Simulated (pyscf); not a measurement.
Elementary routes open to `[O]=[PH]` + `[OH2]` in the gas phase (singlet surface):
A. `[OH][PH][OH]` (H–O broken; H–O, O–P formed)
B. `[O]=[P][OH]` + `[H][H]` (H–P, H–O broken; O–P, H–H formed)

Optimised with ωB97X-D3(BJ)/def2-SVP in PySCF.

Problem. Rank the routes by free-energy barrier at 1200 K, lowest first, for ωB97M-D3(BJ)/def2-TZVP energies (ideal gas, 1 atm, RRHO with modes under 100 cm⁻¹ raised to 100, one conformer, R ln 2 for chiral ones without a mode under 150 cm⁻¹).

Solution. A (2.00 eV), B (2.61 eV)

Route A is the fastest of these, ahead of the next by 0.61 eV. The most stable products are those of B (ΔG = -1.14 eV), whose barrier is 0.61 eV higher: the kinetic and the thermodynamic product differ. At 298 K A is still the fastest. A: On the reactant side the descent ends in a bound adduct, 0.43 eV under the separated species and 0.52 eV under the saddle at ωB97X-D3(BJ)/def2-TZVP. B: On the reactant side the descent ends in a complex (not fully relaxed), 0.34 eV under the separated species and 1.21 eV under the saddle at ωB97X-D3(BJ)/def2-TZVP. Only these routes are compared; each barrier is that of the saddle found, and lower ones may exist.
